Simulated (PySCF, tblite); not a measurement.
# C2H4FO radical, a cluster model of a defect (C site with back bonds C, O, F): EPR parameters

Aim: the EPR parameters of `C[C](O)F`. It is drawn as: dangling bond.

Computed with tblite 0.8.0 and PySCF 2.14.0; each step states its level. No surroundings beyond the atoms listed, unless a continuum is named. Atoms count from 0, parts from 1.

### 1 Starting point

8 atoms, charge 0, multiplicity 2; geometry: distance geometry start.

### 2 Relaxing the cluster with GFN2-xTB

The job: settings as JSON, then the geometry in Å.

```
{"job": {"kind": "relax", "xc": "GFN2-xTB", "basis": "xTB"}, "charge": 0, "multiplicity": 2}
C      0.397443     0.657861    -0.307812
C     -0.806978    -0.235287    -0.052021
O      1.576104    -0.044560    -0.418608
F      0.454537     1.745368     0.533365
H     -1.695759     0.353913    -0.295301
H     -0.688990    -1.135698    -0.690826
H     -0.872619    -0.489828     1.004213
H      1.635850    -0.828485     0.182376
```

Method: GFN2-xTB geometry optimisation, gas phase.

The run is started by

```sh
$ OMP_NUM_THREADS=1 python cluster_run.py task.json out
```

One launch serves the whole session: the jobs run in the order shown.

**Question.** The jobs that follow are: PBE0-D3(BJ)/def2-SVP geometry optimisation, gas phase; UKS B3LYP, IGLO-III on C F O, pcH-1 on H, non-relativistic, mean-field spin-orbit, GIAO; UKS BHandHLYP, IGLO-III on C F O, pcH-1 on H, non-relativistic, mean-field spin-orbit, GIAO. Predict: point group; rotational constants (main isotopes); g(iso) (B3LYP); ⟨S²⟩; largest a(iso).

As calculated:

| quantity | value |
| --- | --- |
| point group | C1 |
| rotational constants (main isotopes) | 10.16, 9.16, 5.09 GHz |
| g(iso) (B3LYP) | 2.00344 |
| ⟨S²⟩ | 0.753 (exact 0.75) |
| largest a(iso) | 13C on C0, 329.6 MHz |

The optimisation took 9 steps and gained 0.128 eV; among the close pairs (by a distance rule), C0–F3 changed most, from 1.382 to 1.335 Å (PBE0/def2-SVP). No frequency check was run at this level, so the end point may be a saddle. C0 carries the largest spin population, 0.89 e. The isotropic g lies 1.1 ppt above the free-electron value. The coupling of 13C on C0 runs from 329.6 (B3LYP/IGLO-III+pcH-1) to 372.9 MHz (BHandHLYP/IGLO-III+pcH-1).
